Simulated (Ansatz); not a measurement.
# CCl₂F+ (SMILES F[C+](Cl)Cl): one structure at several levels

The task here is to estimate one member of a computed series from the others.

The runs use Ansatz 0.2.0, Gaussian basis; single points in def2-TZVPP.

Correlated methods freeze the cores. B3LYP uses VWN-RPA correlation.

### Where the work starts

SMILES `F[C+](Cl)Cl`, 4 atoms, charge 1, spin multiplicity 1.

Atoms are counted from 1 here; the program's logs count them from 0.

Bond lengths: F1–C2 1.273 Å, C2–Cl3 1.606 Å, C2–Cl4 1.708 Å. Angles: F1–C2–Cl3 119.4°, F1–C2–Cl4 113.7°, Cl3–C2–Cl4 126.7°.

Coordinates:

| atom | x (Å) | y (Å) | z (Å) |
| --- | --- | --- | --- |
| F1 | 0.5576 | 0.8178 | 0.8845 |
| C2 | 0.0630 | 0.0046 | 0.0388 |
| Cl3 | 0.5927 | -1.5109 | -0.0019 |
| Cl4 | -1.2017 | 0.6702 | -0.8959 |

The first run:

Contents of run/in.yaml:

```yaml
crystal:
  periodic: [false, false, false]
  atoms:
    - {symbol: F, position_ang: [0.557600, 0.817800, 0.884500]}
    - {symbol: C, position_ang: [0.063000, 0.004600, 0.038800]}
    - {symbol: Cl, position_ang: [0.592700, -1.510900, -0.001900]}
    - {symbol: Cl, position_ang: [-1.201700, 0.670200, -0.895900]}
basis:
  gaussian: {orbitals: def2-TZVPP}
total_charge: 1
correlation: {method: ccsd_t}
output: {forces: true}
```

The command line of these runs was not kept.

Steps of the session up to this table: CCSD(T)/def2-TZVPP; PBE0-D4/def2-TZVPP; wB97M-V/def2-TZVPP; r2SCAN-D4/def2-TZVPP; PBE-D4/def2-TZVPP; B3LYP-D4/def2-TZVPP; B97M-V/def2-TZVPP.

One of the session's tables, all rows but one given; the rest of the session is left out.

| method | RMS force component (eV/Å) | angle to CCSD(T) forces (°) |
| --- | --- | --- |
| CCSD(T) | 0.946 | reference |
| PBE0-D4 | 1.009 | 10.7 |
| wB97M-V | 0.983 | 6.6 |
| r2SCAN-D4 | 0.927 | 4.6 |
| PBE-D4 | 0.891 | 17.0 |
| B3LYP-D4 | ? | ? |
| B97M-V | 0.995 | 11.2 |

**Question.** Estimate the row for B3LYP-D4.

The run gave: RMS force component (eV/Å): 0.907; angle to CCSD(T) forces (°): 1.5. In the column «RMS force component (eV/Å)» it lies between PBE-D4 (0.891) and r2SCAN-D4 (0.927).
